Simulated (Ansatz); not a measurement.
What a trial cell of ZrCd2 relaxes into

Theory: Ansatz 0.2.0, DFT PBE, scalar-relativistic, plane waves, PAW.

ZrCd2 was placed on the cadmium chloride structure type (R-3m, No. 166), with Zr in place of Cd, Cd in place of Cl, at a guessed volume.

Input of the last, converged step (default PAW datasets):

```yaml
crystal:
  lattice:
    - [1.5496033836, 0.8946639306, 7.9805057962]
    - [-1.5496033836, 0.8946639306, 7.9805057962]
    - [0.0, -1.7893278613, 7.9805057962]
  atoms:
    - { symbol: Zr, position: [0.0, 0.0, 0.0] }
    - { symbol: Cd, position: [0.777168438, 0.777168438, 0.777168438] }
    - { symbol: Cd, position: [0.222831562, 0.222831562, 0.222831562] }
basis:
  ecutwfc: 420
kpoints:
  mp_grid: { grid: [18, 18, 18] }
hamiltonian:
  xc: pbe
scf:
  occupations: { method: gaussian, width: 0.1 }
output:
  forces: true
  stress: true
  eigenvalues: true
relax:
  adjacent_minimum: "off"
  f_tol: 0.01
  max_steps: 80
  cell: { stress_tol: 0.05 }
```

Launched as:

```bash
ansatz run input.yaml --threads 1 --pin off --max-ram 2560MiB --backend cpu --events-out ev --progress --plain --runs-dir out
```

The run took 2 min on 1 thread of Intel(R) Xeon(R) 6975P-C (Granite Rapids) (shared host), peak memory 1.1 GiB.

End of the output:

```
SCF converged after 5 iterations
Free energy (F): -20692.855078 eV
Harris-Foulkes:  -20692.855078 eV  (|F-HF|=3.64e-12)
Internal energy: -20692.844779 eV  (E = F + TS)
E sigma→0 (E₀):  -20692.849929 eV
Entropy (-TS):   -0.010299 eV (-3.433 meV/atom)
Fermi energy:    14.282764 eV
--- Per-component energies (eV) ---
  E_band       = -882.881323
  E_kinetic    = 1342.025908
  E_local      = -7147.835794  (includes V_loc(G=0)·N_el)
  E_nonlocal   = 144.262932
  E_hartree    = 3284.891637
  E_xc         = -516.141111
  E_vxc        = -635.635871  (∫ρ·V_xc dr)
  E_paw        = -11117.299639  (= ΣΔE_a)
  E_vpaw       = -1155.481801  (= ΣTr[D̂ρ^β])
  E_aug_tail   = 0.000050  (compensation charges beyond the density's cutoff)
  E_ewald      = -6682.748762
  E_smearing   = -0.010299  (= −TS)
  E_closure    =  0.000000  (closes the sum)
  Σ components = -20692.855078   (vs F -20692.855078, Δ=0.00e0)
--- Forces (eV/Å), atoms counted from 1 ---
  atom   1  Zr     0.00000000     0.00000000     0.00000000
  atom   2  Cd     0.00000000     0.00000000     0.00034022
  atom   3  Cd     0.00000000     0.00000000    -0.00034022
  max |Σ_I F_I| component: 9.25e-18 eV/Å
--- Stress (GPa, compression-positive) ---
       -0.016299       0.000000       0.000000
        0.000000      -0.016299       0.000000
        0.000000       0.000000      -0.017018
  P = ⅓ Tr σ = -0.0165 GPa (-0.165 kbar)
--- Relaxed structure (4 steps of the walk, 4 accepted, 1 SCFs on fresh bases) ---
  F+E_penalty+E_count = -20692.85507819 eV   max|allowed force component| = 3.402e-4 eV/Å   (the final SCF, on the basis selected at the relaxed cell)
  cell:  # Å, volume = 66.1267 Å³
    - [1.557677, 0.899325, 7.867401]
    - [-1.557677, 0.899325, 7.867401]
    - [0.000000, -1.798651, 7.867401]
  atoms:
    - { symbol: Zr, position: [0.000000, 0.000000, 0.000000] }
    - { symbol: Cd, position: [0.778308, 0.778308, 0.778308] }
    - { symbol: Cd, position: [0.221692, 0.221692, 0.221692] }
```

Absolute energies hang on the potentials; compare differences alone.

The result has space group R-3m (No. 166). Zr is coordinated by 6 Zr at 3.12 Å and 6 Cd at 3.19 Å; around Cd lie 9 Cd at 3.12–3.16 Å and 3 Zr at 3.19 Å.

Against the elements it lies at -0.04 eV/atom. Energies over the elements count from the elements' standard structures at the same level, with no empirical corrections.

The k mesh leaves about 4 meV/atom of noise in metals.

A structure relaxed within its symmetry needn't be a true minimum.